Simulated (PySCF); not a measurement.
## Gas-phase XPS of `FCCCS`, computed

Compound: C3H7FS.
Cartesian coordinates in Å at the PBE0-D3(BJ)/def2-SVP level; atoms count from 1:
```xyz
12
C3H7FS angstrom
F     -1.9570   -0.9675   -0.4738
C     -1.5933    0.2922   -0.0589
C     -0.1220    0.5244   -0.3133
C      0.7647   -0.4659    0.4232
S      2.5448   -0.2114    0.1650
H     -1.8280    0.3796    1.0172
H     -2.2061    1.0292   -0.6055
H      0.1351    1.5540   -0.0151
H      0.0668    0.4561   -1.3981
H      0.6286   -0.3699    1.5127
H      0.4902   -1.4979    0.1613
H      2.5570   -0.5241   -1.1488
```

Method: delta-SCF UKS SCAN, pcX-2 on the ionised atom, pcseg-1 elsewhere, spin-free X2C (PySCF). Binding energies are ΔSCF values: E(core-ionised, relaxed orbitals) − E(ground state) at a fixed geometry, referred to the vacuum level.

Question: List the computed XPS lines with their assignment.

Answer: 
```
atom(s)     bonded to  level  binding energy (eV)  above the level's lowest (eV)  count
     F1             C   F 1s               692.56                           0.00      1
     C2  F, C and 2 H   C 1s               293.26                          +2.10      1
     C3   2 C and 2 H   C 1s               291.16                           0.00      1
     C4  S, C and 2 H   C 1s               291.52                          +0.36      1
     S5       C and H   S 1s              2477.34                           0.00      1
```

Lowest listed C 1s: C3, bonded to 2 C and 2 H. Highest, 2.10 eV above it: C2, bonded to F, C and 2 H.

Question: Which photon energy gives electrons from S 1s of S5 a kinetic energy of 150 eV, and what is their de Broglie wavelength?

Answer: hν = 2477.34 + 150 = 2627.34 eV, recoil neglected; λ = 12.264 Å/√(E/eV) = 1.00 Å.

Question: Give the binding energy of S 1s of S5 in hartree and in kJ/mol.

Answer: 2477.34 eV = 91.0406 Eh = 239027 kJ/mol.

Not every level is listed. Geometry: PBE0-D3(BJ)/def2-SVP, one conformer, isolated molecule.
